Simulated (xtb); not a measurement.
C2H7N, triplet, at the geometry of the source list (a higher spin typed on purpose: for a closed-shell molecule this is an excited state); xtb with GFN1-xTB.

Here is a job for xtb.
```
$ xtb mol.xyz --gfn 1 --chrg 0 --uhf 2 --json

# file mol.xyz
10

C      1.18970000     0.18650000     0.13320000
N     -0.00830000     0.19880000    -0.68070000
C     -1.20580000    -0.08280000     0.08390000
H      1.35830000    -0.76830000     0.65570000
H      1.10620000     0.97390000     0.88260000
H      2.04980000     0.39670000    -0.49920000
H      0.08390000    -0.48530000    -1.42740000
H     -1.17930000    -1.05360000     0.60350000
H     -2.06480000    -0.06590000    -0.58390000
H     -1.32970000     0.70000000     0.83240000
```

Output, abridged:

```
   ID    Z sym.   atoms
    1    6 C      1, 3
    2    7 N      2
    3    1 H      4-10

           -------------------------------------------------
          |                Calculation Setup                |
           -------------------------------------------------

           -------------------------------------------------
          |                 G F N 1 - x T B                 |
           -------------------------------------------------

          ...................................................
          :                      SETUP                      :
          :.................................................:
          :  # basis functions                  26          :
          :  # atomic orbitals                  26          :
          :  # shells                           20          :
          :  # electrons                        20          :
          :  # halogen bonds                     0          :
          :  max. iterations                   250          :
          :  Hamiltonian                  GFN1-xTB          :
          :  restarted?                      false          :
          :  GBSA solvation                  false          :
          :  PC potential                    false          :
          :  electronic temp.          300.0000000     K    :
          :  accuracy                    1.0000000          :
          :  -> integral cutoff          0.2500000E+02      :
          :  -> integral neglect         0.1000000E-07      :
          :  -> SCF convergence          0.1000000E-05 Eh   :
          :  -> wf. convergence          0.2000000E-04 e    :
          :  Broyden damping             0.4000000          :
          :  net charge                          0          :
          :  unpaired electrons                  2          :
          ...................................................

 iter      E             dE          RMSdq      gap      omega  full diag
   1    -10.9322196 -0.109322E+02  0.667E+00    0.16       0.0  T
   2    -10.9359799 -0.376027E-02  0.457E+00    0.13       1.0  T
   3    -10.9887816 -0.528017E-01  0.270E+00    0.01       1.0  T
   4    -11.0183525 -0.295709E-01  0.131E+00    0.10       1.0  T
   5    -10.9893502  0.290023E-01  0.125E+00    0.15       1.0  T
   6    -10.9699650  0.193852E-01  0.138E+00    0.53       1.0  T
   7    -11.0039435 -0.339785E-01  0.845E-01    0.12       1.0  T
   8    -11.0114468 -0.750327E-02  0.747E-01    0.03       1.0  T
   9    -11.0207471 -0.930028E-02  0.563E-01    0.06       1.0  T
  10    -11.0260814 -0.533435E-02  0.282E-01    0.05       1.0  T
  11    -11.0165886  0.949282E-02  0.790E-01    0.01       1.0  T
  12    -11.0262141 -0.962552E-02  0.348E-01    0.05       1.0  T
  13    -11.0276322 -0.141802E-02  0.176E-01    0.04       1.0  T
  14    -11.0272623  0.369838E-03  0.232E-01    0.04       1.0  T
  15    -11.0278491 -0.586735E-03  0.136E-01    0.04       1.0  T
  16    -11.0281708 -0.321721E-03  0.180E-02    0.04       1.8  T
  17    -11.0281754 -0.461738E-05  0.367E-03    0.04       8.6  T
  18    -11.0281752  0.233306E-06  0.498E-03    0.04       6.4  T
  19    -11.0281742  0.930082E-06  0.895E-03    0.04       3.5  T
  20    -11.0281752 -0.100895E-05  0.483E-03    0.04       6.6  T
  21    -11.0281757 -0.412982E-06  0.145E-04    0.04     217.5  T
  22    -11.0281757 -0.196936E-09  0.124E-04    0.04     255.1  T

   *** convergence criteria satisfied after 22 iterations ***

 transition dipole moment (au) for excitation:          10          11
     X       Y       Z
   0.1983   0.0223   0.0041  total (au/Debye):    0.200   0.507
 dE (eV)             :    8.712
 oscillator strength :  0.12023E-01

         :::::::::::::::::::::::::::::::::::::::::::::::::::::
         ::                     SUMMARY                     ::
         :::::::::::::::::::::::::::::::::::::::::::::::::::::
         :: total energy             -10.894680163599 Eh    ::
[...]
      -------------------------------------------------------------
         1        2.0000           -0.8077045             -21.9788
         2        2.0000           -0.6515864             -17.7306
         3        2.0000           -0.6375907             -17.3497
         4        2.0000           -0.5909768             -16.0813
         5        2.0000           -0.5610854             -15.2679
         6        2.0000           -0.5578964             -15.1811
         7        2.0000           -0.5139516             -13.9853
         8        2.0000           -0.5034959             -13.7008
         9        2.0000           -0.4983778             -13.5616
        10        1.0000           -0.4456527             -12.1268
        11        0.6500           -0.1254779              -3.4144 (HOMO)
        12        0.2732           -0.1239599              -3.3731 (LUMO)
        13        0.0768           -0.1225275              -3.3341
        14                         -0.0742815              -2.0213
        15                         -0.0565144              -1.5378
        16                         -0.0471054              -1.2818
        17                         -0.0383939              -1.0448
        18                          0.0563105               1.5323
        19                          0.0848594               2.3091
        20                          0.2470686               6.7231
        21                          0.2556576               6.9568
        22                          0.2697433               7.3401
       ...                                ...                  ...
        26                          0.4508877              12.2693
      -------------------------------------------------------------
                  HL-Gap            0.0015180 Eh            0.0413 eV
             Fermi-level           -0.2984515 Eh           -8.1213 eV

  Mulliken/CM5 charges         n(s)   n(p)   n(d)
     1C     0.09064 -0.00105   1.027  2.883  0.000
     2N    -0.12364 -0.49376   1.516  3.608  0.000
     3C     0.09063 -0.00107   1.027  2.883  0.000
     4H    -0.01524  0.04322   1.015  0.000  0.000
     5H    -0.03241  0.02963   1.032  0.000  0.000
     6H    -0.06654 -0.00520   1.067  0.000  0.000
     7H     0.17075  0.36062   0.829  0.000  0.000
     8H    -0.01525  0.04321   1.015  0.000  0.000
     9H    -0.06655 -0.00523   1.067  0.000  0.000
    10H    -0.03240  0.02965   1.032  0.000  0.000

Wiberg/Mayer (AO) data.
largest (>0.10) Wiberg bond orders for each atom

 ---------------------------------------------------------------------------
     #   Z sym  total        # sym  WBO       # sym  WBO       # sym  WBO
 ---------------------------------------------------------------------------
     1   6 C    3.869 --     2 N    1.046     6 H    0.957     5 H    0.942
                             4 H    0.858
     2   7 N    3.190 --     1 C    1.046     3 C    1.046     7 H    0.904
     3   6 C    3.869 --     2 N    1.046     9 H    0.957    10 H    0.942
                             8 H    0.858
     4   1 H    1.066 --     1 C    0.858
     5   1 H    1.073 --     1 C    0.942
     6   1 H    1.123 --     1 C    0.957
     7   1 H    0.946 --     2 N    0.904
     8   1 H    1.066 --     3 C    0.858
     9   1 H    1.123 --     3 C    0.957
    10   1 H    1.073 --     3 C    0.942
 ---------------------------------------------------------------------------

Topologies differ in total number of bonds
Writing topology from bond orders to xtbtopo.mol

 dipole moment from electron density (au)
     X       Y       Z
   0.0597  -0.4451  -0.4670  total (Debye):    1.647

           -------------------------------------------------
          | TOTAL ENERGY              -10.894680163599 Eh   |
          | GRADIENT NORM               0.078954452416 Eh/α |
          | HOMO-LUMO GAP               0.041305831345 eV   |
           -------------------------------------------------

normal termination of xtb
```
